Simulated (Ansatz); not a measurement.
Cost and result for the atomization energy of `CC#CCF` (10 atoms, 9 bonds).

```json
{"atom": "C1", "x (Å)": "0.116", "y (Å)": "-0.865", "z (Å)": "-1.868"}
{"atom": "C2", "x (Å)": "0.056", "y (Å)": "-0.260", "z (Å)": "-0.553"}
{"atom": "C3", "x (Å)": "-0.004", "y (Å)": "0.243", "z (Å)": "0.537"}
{"atom": "C4", "x (Å)": "-0.059", "y (Å)": "0.846", "z (Å)": "1.854"}
{"atom": "F5", "x (Å)": "-1.338", "y (Å)": "1.275", "z (Å)": "2.165"}
{"atom": "H6", "x (Å)": "0.756", "y (Å)": "-0.287", "z (Å)": "-2.538"}
{"atom": "H7", "x (Å)": "-0.882", "y (Å)": "-0.910", "z (Å)": "-2.311"}
{"atom": "H8", "x (Å)": "0.507", "y (Å)": "-1.883", "z (Å)": "-1.815"}
{"atom": "H9", "x (Å)": "0.604", "y (Å)": "1.715", "z (Å)": "1.908"}
{"atom": "H10", "x (Å)": "0.245", "y (Å)": "0.127", "z (Å)": "2.621"}
```

The species carries charge 0 and has multiplicity 1. The structure was optimised at the PBE0-D4/def2-TZVP level. Program: Ansatz. All runs use 2 threads of a server CPU on a shared host. Times are those of one run each, without the atoms' runs, and a repeat can differ threefold. Electronic energies, without spin–orbit coupling; frozen cores. CCSD(T)/CBS adds CCSD(T) − MP2 in def2-TZVPP to the MP2 limit, and its time is that of the two runs behind it. T1 = 0.011. B3LYP takes the VWN-RPA correlation (the form of Gaussian; ORCA's B3LYP/G). HSE06 is the plane-wave form, built on full-range PBE exchange.

CCSD(T)/CBS is a level of theory with its own doubt, some kJ/mol a heavy atom from the limit and from the frozen cores, so smaller differences don't rank the functionals.

```csv
level,functions,atomization (kcal/mol),difference from CCSD(T)/CBS,per bond
CCSD(T)/CBS(def2),–,1005.0,0.0,0.0
B3LYP-D4/def2-TZVPP (with forces),225,1008.2,3.2,0.4
CCSD(T)/def2-TZVPP,225,981.1,-23.9,-2.7
MP2/def2-QZVPP,435,1019.9,14.9,1.7
B97M-V/def2-TZVPP,225,1008.1,3.1,0.4
revPBE-D4/def2-TZVPP,225,1011.4,6.4,0.7
ωB97M-V/def2-TZVPP (with forces),225,1009.2,4.2,0.5
PBE-QIDH/def2-TZVPP,225,1006.3,1.3,0.1
HSE06-D4/def2-TZVPP,225,1017.7,12.7,1.4
CCSD(T)/def2-SVP,95,965.4,-39.6,-4.4
B2PLYP/def2-TZVPP,225,1000.8,-4.2,-0.5
PBE-D4/def2-TZVPP (with forces),225,1040.0,35.0,3.9
LDA (SPW92)/def2-TZVPP,225,1164.3,159.3,17.7
```

**Question.** Order the runs by time, with rough figures. (An estimate is asked.)

**Answer.** The calculation gave: LDA (SPW92)/def2-TZVPP 0.95 s; revPBE-D4/def2-TZVPP 1.5 s; PBE-D4/def2-TZVPP (with forces) 1.9 s; B3LYP-D4/def2-TZVPP (with forces) 3.3 s; CCSD(T)/def2-SVP 3.7 s; PBE-QIDH/def2-TZVPP 4 s; B2PLYP/def2-TZVPP 4.4 s; B97M-V/def2-TZVPP 6 s; ωB97M-V/def2-TZVPP (with forces) 6.5 s; MP2/def2-QZVPP 76 s; CCSD(T)/def2-TZVPP 2.3 min; HSE06-D4/def2-TZVPP 2.4 min; CCSD(T)/CBS(def2) 3.5 min.

The D4 term adds +5.3 kcal/mol with B3LYP and +2.8 kcal/mol with PBE0; it sums over pairs of atoms, weighted by their polarisabilities, and B3LYP, whose exchange is more repulsive, gets the larger term. In def2-TZVPP, CCSD(T) changes the Hartree–Fock value by +242.7 kcal/mol (the triples alone add +16.5 kcal/mol) and MP2 by +267.5 kcal/mol; breaking electron pairs costs correlation energy, which Hartree–Fock lacks. From PBE to PBE0 (25 % exact exchange), in def2-TZVPP and without D4, the atomization energy moves by −22.6 kcal/mol: exact exchange takes away binding that semilocal exchange gives to molecules.
